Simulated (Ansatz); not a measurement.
**Basis-set limit of SiH3Cl, singlet**

```
atom    x (Å)    y (Å)    z (Å)
  Cl  -1.4501   0.0265   0.0000
   H  -0.0571   0.0265   0.0000
  Si   1.6689   0.0265   0.0000
   H   2.2810  -0.8478   1.0900
   H   2.2810  -0.8478  -1.0900
```

Connectivity, by distances: Cl ··· SiH2, 1 bridging H.

Ansatz 0.2.0, RHF determinant, valence electrons correlated. Energies in eV.

```
       set  X  functions  Hartree–Fock  MP2 correlation  CCSD(T) correlation                                                                                                   time
def2-TZVPP  3        126   -20410.9773          -9.0508             -10.6318  5.5 s on 1 × NVIDIA H100 80GB HBM3 with 1 thread of AMD EPYC 7R13 Processor (Zen 3), on a shared host
def2-QZVPP  4        230   -20411.5667          -9.8318             -11.3724  6.5 s on 1 × NVIDIA H100 80GB HBM3 with 1 thread of AMD EPYC 7R13 Processor (Zen 3), on a shared host
```

Hartree–Fock is taken to follow E(X) = E∞ + A·exp(−7.88·√X), correlation E(X) = E∞ + B·X^−2.97.

Cautions: higher spins were not checked; restricted determinant unstable towards unrestricted.

Q: Work out the CCSD(T) energy at the limit, and how far the shortcut misses it that extrapolates MP2 and adds CCSD(T) minus MP2 from the smaller set.

A: Hartree–Fock: E∞ = E4 + 0.1377·(E4 − E3) = -20411.6479. Correlation: E∞ = E4 + 0.7407·(E4 − E3) = -11.9210 for CCSD(T) and -10.4103 for MP2. The limit is -20423.5689 eV, 0.630 eV below def2-QZVPP. The shortcut gives a correlation energy of -10.4103 + (-1.5811) = -11.9913, 70 meV lower than the direct value.

Past Ne part of the Hartree–Fock step between the two sets comes from the cores, which don't follow the formula, so the 81 meV that it adds to the total can overshoot; that part largely cancels in differences.
